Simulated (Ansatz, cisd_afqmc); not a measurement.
System: SO, charge 0, triplet. SO (SMILES S=O, triplet).
B3LYP-D3(BJ)/def2-TZVP minimum from Ansatz (a program for electronic structure):
```
O
S 1 1.4899
```
Charge 0, spin multiplicity 3.

Total energies in cc-pV(D+d)Z, 12 correlated electrons, 6 frozen orbitals. Radicals and triplets start from unrestricted determinants; spin-orbit coupling is neglected. Cores are frozen in correlated methods. No relativity. AFQMC/CISD: phaseless, guided by CISD from CCSD amplitudes; bars are statistical, one sigma. Outlying blocks are dropped, and bars are widened where a walk drifts. Over all cases where full CI ran beside it in this data, AFQMC minus full CI had a median of +0.1 mEh and passed +0.4 mEh in a tenth of the cases. The UHF reference of OS (O=S, triplet) is spin-contaminated (<S^2> up to 0.06 over the pure value in the sets run).

```tsv
method	program	energy (Eh)	minus CCSDTQ (mEh)
HF	Ansatz	-472.35681	318.78
MP2	Ansatz	-472.65051	25.08
CCSD	Ansatz	-472.66362	11.97
CCSD(T)	Ansatz	-472.67366	1.93
CCSDT(Q)	Ansatz	-472.67575	-0.16
CCSDTQ	Ansatz	-472.67559	0.00
AFQMC/CISD	cisd_afqmc	-472.6745 ± 0.0004	1.1 ± 0.4
```

Rough core times of Ansatz's runs on a shared machine: CCSD(T) under 20 s, CCSDT(Q) 30 s, CCSDTQ 30 min.
